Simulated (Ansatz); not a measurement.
System: rock-salt MgS. Method: G0W0@PBEsol (hard PAW, contour deformation, complete-basis limit; Ansatz, an electronic-structure program).

Numerical settings: largest k mesh 10×10×10 (not extrapolated in the mesh).

The cell has the measured lattice: a = b = c = 5.203 Å, α = β = γ = 90.00°.

### Question
Predict the band gap.

### Answer

* **band gap**: 4.36 eV (indirect)

Note: cell and atoms aren't relaxed at this level; the gap holds a correction of +0.28 eV to the complete basis.

It cost very roughly 70 core-minutes of CPU time.
